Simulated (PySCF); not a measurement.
Compound: NaOH.
Geometry (PBE0-D3(BJ)/def2-TZVP, Å), atoms numbered from 1 in this order:
```xyz
3
HNaO angstrom
O     -0.321   -0.042    0.023
Na     1.592    0.159   -0.111
H     -1.265   -0.151    0.068
```

Method: TDDFT CAM-B3LYP/aug-cc-pVTZ, vertical, gas phase, core orbitals frozen in the response in PySCF. Geometry: PBE0-D3(BJ)/def2-TZVP; no solvent, vibrations or thermal averaging.

Ground-to-excited transition dipoles (e·a0, same axes as the geometry; the sign carries no meaning), for the states with f of 0.002 or more among the lowest 8:

```json
{"state": "S1", "E (eV)": "3.171", "μx": "0.054", "μy": "-0.382", "μz": "0.249"}
{"state": "S2", "E (eV)": "3.171", "μx": "-0.023", "μy": "0.248", "μz": "0.386"}
{"state": "S6", "E (eV)": "5.101", "μx": "0.062", "μy": "-0.598", "μz": "-0.059"}
{"state": "S7", "E (eV)": "5.101", "μx": "0.042", "μy": "-0.054", "μz": "0.600"}
{"state": "S8", "E (eV)": "5.287", "μx": "-0.445", "μy": "-0.046", "μz": "0.032"}
```

Task: What oscillator strength does each state have?

Result: f = (2/3) ΔE |μ|² with ΔE in hartree (27.2114 eV).

```csv
state,|μ|² (au),|μ| (D),f
S1,0.211,1.17,0.016
S2,0.211,1.17,0.016
S6,0.365,1.53,0.046
S7,0.365,1.54,0.046
S8,0.201,1.14,0.026
```

Task: The point group is C∞v. Which irreducible representation does each state belong to?

Result: The ground state is totally symmetric, so the direction of μ fixes the label. Polarised along the molecular axis, so Σ+: S8. Polarised across the molecular axis, so Π: S1, S2, S6 and S7.

Task: What peak molar absorption coefficient would the strongest computed level give as a lone Gaussian band 0.4 eV wide at half height?

Result: ε(max) = 2.175×10⁸ f / FWHM, with the width in cm⁻¹. S6/S7 (f summed): 2.175×10⁸ × 0.0912 / 3226 ≈ 6100 L mol⁻¹ cm⁻¹.

S1/S2 and S6/S7 coincide within about 0.01 eV; within a degenerate level the directions of the single components are arbitrary.
